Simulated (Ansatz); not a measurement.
Rock-salt GdN, treated with BLYP (PAW; Ansatz, a first-principles code).

Settings: plane-wave cutoff 520 eV, 12×12×12 k mesh, Fermi–Dirac smearing 0.01 eV, spin-polarised with parallel moments, scalar-relativistic PAW data made under PBE.

Cell (relaxed at this level):

```yaml
crystal:
  lattice:
    - [0.00000, 2.52255, 2.52255]
    - [2.52255, 0.00000, 2.52255]
    - [2.52255, 2.52255, 0.00000]
  atoms:
    - { symbol: Gd, position: [0.00000, 0.00000, 0.00000], spin: 7.0 }
    - { symbol: N, position: [0.50000, 0.50000, 0.50000] }
```

### Question
Predict the bulk modulus, magnetic moment (largest site, within a sphere) and pressure derivative B′ of the bulk modulus.

### Answer

- bulk modulus = 138 GPa
- magnetic moment (largest site, within a sphere) = 6.86 μB
- pressure derivative B′ of the bulk modulus = 4.3

The run finds no gap.

Measured, for comparison: bulk modulus 192 ± 35 GPa (temperature not stated, no zero-point or thermal correction; as tabulated in Doll (2008), arXiv:0801.3152). Computed (rounded) less measured: bulk modulus -28 %.

Note: the 4f shell is treated without U or exact exchange, so its levels and filling can be wrong.

Spins in the cell block are starting values.

Moments are spin moments.

Spin–orbit coupling is not included; it can open a gap where bands touch, and shift volumes and moduli.

Computed values are for the static lattice.

Cost on a shared machine: around 90 core-seconds (rough).
